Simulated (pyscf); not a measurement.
Elementary routes open to Br–SiH₂–Br + H₂O in the gas phase (singlet surface):
A. HBr + HO–SiH₂–Br (Br–Si, H–O broken; Br–H, O–Si formed)
B. HO–SiH(Br)–Br + H₂ (H–Si, H–O broken; O–Si, H–H formed)

Single points on ωB97X-D3(BJ)/def2-SVP structures (PySCF, gas phase).

**Question.** Rank the routes by free-energy barrier at 1200 K, lowest first, for ωB97M-D3(BJ)/def2-TZVP energies (ideal gas, 1 atm, RRHO with modes under 100 cm⁻¹ raised to 100, one conformer, R ln 2 for chiral ones without a mode under 150 cm⁻¹).

**Answer.** A (52.1 kcal/mol), B (72.1 kcal/mol)

Route A is the fastest of these, ahead of the next by 20.1 kcal/mol. The most stable products are those of B (ΔG = -20.3 kcal/mol), whose barrier is 20.1 kcal/mol higher: the kinetic and the thermodynamic product differ. At 298 K A is still the fastest. A: On the reactant side the descent ends in an adduct with a O–Si contact, 8.4 kcal/mol over the separated species and 3.4 kcal/mol under the saddle at ωB97X-D3(BJ)/def2-TZVP. B: On the reactant side the descent ends in a complex, 4.9 kcal/mol under the separated species and 37.2 kcal/mol under the saddle at ωB97X-D3(BJ)/def2-TZVP. Only these routes are compared; each barrier is that of the saddle found, and lower ones may exist. Elements up to Kr have no core potential and no relativistic terms here.
